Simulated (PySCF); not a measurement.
Compound: C₃H₄FS₂ (doublet state).
Structure used (GFN2-xTB), in Å, numbered top down from 1:
```
atom  x, y, z in Å
F1     2.7738   -1.1530    0.0043
C2     1.5770   -0.5760    0.1496
S3     1.2405    0.8287   -0.8343
C4    -0.3737    0.9850    0.0100
C5    -1.0273   -0.3818    0.0037
S6     0.2213   -1.6712    0.3811
H7    -0.1831    1.3341    1.0248
H8    -0.9706    1.7163   -0.5307
H9    -1.8172   -0.4537    0.7491
H10   -1.4318   -0.6239   -0.9801
```

Identity: `F[C]1SCCS1` [radical].

Method: UKS B3LYP, pcH-1 on C F H S, non-relativistic, mean-field spin-orbit, GIAO (PySCF 2.14.0). One conformer (not necessarily the lowest) at the GFN2-xTB geometry, without solvent, vibrations or thermal averaging. The geometry wasn't refined by DFT: couplings that depend on bond lengths, twists or pyramidal angles can differ widely from those at the functional's own minimum. The SCF solution wasn't tested for stability.

Principal values of hyperfine tensors in MHz (contact, dipolar and spin–orbit terms together), for some of the nuclei:

```tsv
atom	isotope	A1	A2	A3
F1	19F	-41.27	-15.33	502.79
S6	33S	-6.58	-0.86	53.61
H10	1H	6.43	7.70	12.12
S3	33S	-14.69	-9.37	34.95
C5	13C	2.87	3.53	4.38
H8	1H	-4.91	-4.46	0.77
C4	13C	0.09	1.72	3.94
H7	1H	-2.67	-1.50	6.58
```

(1) Give the isotropic coupling of each nucleus in MHz and in mT (g = 2.0058), and the anisotropic part.

(2) What spin density at the nucleus of S3 lies behind its contact coupling (g_N = 0.42921)?

(3) C2 (13C, g_N = 1.40482) isn't in the table. Its spin density at the nucleus is 0.2805 bohr⁻³. What is its contact coupling?

(4) Name the largest traceless tensor T of the table and describe it.

(5) What first-order splitting does F1 cause when the field lies along A1, A2 or A3 of its tensor (g taken as isotropic, no quadrupole term)?

Results:

(1) a_iso = (A1 + A2 + A3)/3, Ti = Ai − a_iso; 1 mT corresponds to 28.074 MHz. The tensors hold a spin–orbit part: the run splits a_iso into a_FC + a_SO, and T includes its anisotropic share.

| atom | a_iso (MHz) | a_FC | a_SO | a_iso (mT) | T1 | T2 | T3 |
| --- | --- | --- | --- | --- | --- | --- | --- |
| F1 | 148.73 | 147.26 | 1.47 | 5.298 | -190.00 | -164.06 | 354.06 |
| S6 | 15.39 | 15.71 | -0.32 | 0.548 | -21.97 | -16.25 | 38.22 |
| H10 | 8.75 | 8.76 | -0.01 | 0.312 | -2.32 | -1.05 | 3.37 |
| S3 | 3.63 | 3.89 | -0.26 | 0.129 | -18.32 | -12.99 | 31.32 |
| C5 | 3.59 | 3.57 | 0.03 | 0.128 | -0.73 | -0.06 | 0.78 |
| H8 | -2.87 | -2.88 | 0.01 | -0.102 | -2.05 | -1.60 | 3.64 |
| C4 | 1.92 | 1.92 | -0.01 | 0.068 | -1.82 | -0.20 | 2.02 |
| H7 | 0.80 | 0.80 | 0.00 | 0.029 | -3.47 | -2.30 | 5.77 |

(2) a_FC = (2μ0/3) gₑ μB g_N μN ρ(0)/(2S·h) = 800.24 MHz × g_N × ρ(0)/(2S), with ρ in bohr⁻³. With a_FC = 3.89 MHz and 2S = 1, ρ(0) = 0.01131 bohr⁻³.

(3) By the same relation, a_FC = 315.3 MHz. The spin–orbit term adds +0.58 MHz. Its full tensor has the principal values 248.38, 249.91, 449.32 MHz.

(4) F1: -190.0, -164.1, 354.1 MHz (the dipolar term alone has -192.7, -163.1, 355.8), nearly axial, close to the ratio −1:−1:+2.

(5) 2 lines (I = 1/2), spaced by |A_i|/(g × 13.996): 1.47, 0.55, 17.91 mT along the axes of A1, A2 and A3.
